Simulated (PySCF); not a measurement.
**AlH2ClF− (SMILES [F][AlH2-][Cl]): levels of theory compared**

We compute a comparison of 6 runs (PBE/STO-6G, PBE0/STO-6G, UPBE0/STO-6G, BCCD(T)/STO-6G, CCSDT/STO-6G, UCCSD(T)/STO-6G) of AlH2ClF−. The job is set up through a Python script.

Program for the calculation: PySCF 2.14.0.

6 further runs of the same task are left out: 6 set aside as unsound or not needed.

**1. The molecule**

AlH2ClF− has 5 atoms, charge -1, and is taken as a singlet. As SMILES, `[F][AlH2-][Cl]`. The Al2–H4 distance was set to 2.377 Å, away from the relaxed value. At this shape a bond of the SMILES string is far longer than usual.

Bond lengths: F1–Al2 1.693 Å, Al2–Cl3 2.112 Å, Al2–H5 1.585 Å. Angles: F1–Al2–Cl3 110.6°, F1–Al2–H5 109.3°, Cl3–Al2–H5 107.2°.

**2. A single-point energy at PBE/STO-6G (run 1)**

Input file input.xyz:

```xyz
5

F     -0.870415     0.506225     1.837030
Al     0.235915     0.454375     0.555940
Cl     1.976735    -0.600875     1.119650
H     -0.732650    -0.721820    -1.269020
H      0.681835     1.930365     0.189690
```

Input file input.py:

```python
from pyscf import gto, dft

mol = gto.M(
    atom='input.xyz',
    basis='sto-6g',
    verbose=3,
    max_memory=1860,
    charge=-1,
)

mf = dft.RKS(mol, xc='pbe')
mf.grids.level = 5
mf.conv_tol = 1e-10
mf.kernel()
if not mf.converged:
    mf = mf.newton().run(mf.mo_coeff, mf.mo_occ)

e_final = mf.e_tot
print('Final energy', e_final)
```

Started as:

```
$ OMP_NUM_THREADS=1 python input.py
```

Log:

```text
converged SCF energy = -800.120420153659
Final energy -800.1204201536586
```

Run time: 5.1 s. Hardware: 1 thread of Arm Neoverse V1, shared host; peak memory 0.22 GiB.

**3. The energy at PBE0/STO-6G (run 2)**

Input file run.py:

```python
from pyscf import gto, dft

system = gto.M(
    atom='''
F     -1.644846     0.956627     3.471484
Al     0.445815     0.858644     1.050574
Cl     3.735488    -1.135489     2.115832
H     -1.384508    -1.364042    -2.398100
H      1.288481     3.647861     0.358462
''',
    verbose=3,
    basis='sto-6g',
    charge=-1,
    max_memory=1860,
    unit='bohr',
)

mf = dft.RKS(system)
mf.xc = 'pbe0'
mf.grids.level = 5
mf.conv_tol = 1e-10
mf.kernel()
if not mf.converged:
    mf = mf.newton().run(mf.mo_coeff, mf.mo_occ)

e_tot = mf.e_tot
print('E = %.10f Eh' % e_tot)
```

Started as:

```
$ OMP_NUM_THREADS=1 python run.py
```

Log:

```text
converged SCF energy = -800.230813047415
E = -800.2308130474 Eh
```

It took 4.8 s on 1 thread of Arm Neoverse V1, shared host; peak memory 0.22 GiB.

Runs 3 to 5 aren't shown in full; the table further down has their settings and results.

**4. A single-point energy at UCCSD(T)/STO-6G (run 6)**

Input file calc.py:

```python
from pyscf import gto, scf, cc

molecule = gto.M(
    atom='''
F     -1.644846     0.956627     3.471484
Al     0.445815     0.858644     1.050574
Cl     3.735488    -1.135489     2.115832
H     -1.384508    -1.364042    -2.398100
H      1.288481     3.647861     0.358462
''',
    basis='sto-6g',
    unit='bohr',
    verbose=4,
    spin=0,
    max_memory=1860,
    charge=-1,
)

mf = scf.UHF(molecule)
mf.conv_tol = 1e-10
mf.kernel()
if not mf.converged:
    mf = mf.newton().run(mf.mo_coeff, mf.mo_occ)
for _ in range(3):
    mo, _, stable, _ = mf.stability(return_status=True)
    if stable:
        break
    mf.kernel(mf.make_rdm1(mo, mf.mo_occ))

mycc = cc.CCSD(mf, frozen=11)
mycc.kernel()
e_t = mycc.ccsd_t()
e_final = mycc.e_tot + e_t
print('E(%s) = %.9f' % ('CCSD(T)', e_final))
```

Started as:

```
$ OMP_NUM_THREADS=1 python calc.py
```

Log:

```text
PySCF version 2.14.0

[... 97 lines left out ...]
converged SCF energy = -798.99982665206  <S^2> = 2.0982327e-11  2S+1 = 1
[... 68 lines left out ...]
converged SCF energy = -799.001337175557  <S^2> = 0.18858466  2S+1 = 1.3245145
[... 14 lines left out ...]
Init t2, MP2 energy = -0.0472097930788094
[... 15 lines left out ...]
UCCSD converged
[... 2 lines left out ...]
E(CCSD(T)) = -799.079380094
```

Run time: 1.6 s. Hardware: 1 thread of Arm Neoverse V1, shared host; peak memory 0.12 GiB.

**5. Overview of the runs**

```
run            level  follow instability  integration grid  energy (Eh)  HOMO energy (eV)  LUMO energy (eV)  HOMO–LUMO gap (eV)  wall time
  1       PBE/STO-6G                   –                 5  -800.120420              4.70              9.70                5.00      5.1 s
  2      PBE0/STO-6G                   –                 5  -800.230813              3.34             10.50                7.16      4.8 s
  3     UPBE0/STO-6G                 yes                 5  -800.230813              3.34             10.50                7.16       23 s
  4   BCCD(T)/STO-6G                   –                 –  -799.079405                 –                 –                   –      1.6 s
  5     CCSDT/STO-6G                   –                 –  -799.079773              0.41             14.11               13.71      2.2 s
  6  UCCSD(T)/STO-6G                 yes                 –  -799.079380              1.50             14.33               12.83      1.6 s
```

**6. Results**

```
                                                    quantity          value
                                         run 6: total energy  -799.07938 Eh
                  run 6: HOMO energy (Hartree–Fock orbitals)        1.50 eV
                  run 6: LUMO energy (Hartree–Fock orbitals)       14.33 eV
run 6: HOMO–LUMO gap (to an unbound level, set by the basis)       12.83 eV
         run 6: correlation energy (11 core orbitals frozen)      -78.0 mEh
                                       run 6: (T) correction      -2.37 mEh
                    run 6: ⟨S²⟩ of the reference determinant          0.189
                                        run 6: T1 diagnostic          0.041
```

In words: Over runs 1, 2, 3 the HOMO–LUMO gap runs from 5.00 eV (PBE/STO-6G) to 7.16 eV (PBE0/STO-6G). The empty levels of an anion lie above zero and hang on the basis. Totals of different functionals can't be ranked against each other. In runs 1, 2, 3, 5, 6 the HOMO lies above zero, so the outermost electron may be held by the basis alone. In runs 1, 2, 3, 4, 5, 6 the basis is minimal, so the values are rough. Spin contamination of the reference: run 6 ⟨S²⟩ = 0.19. All runs together took 38 s, the longest 23 s.
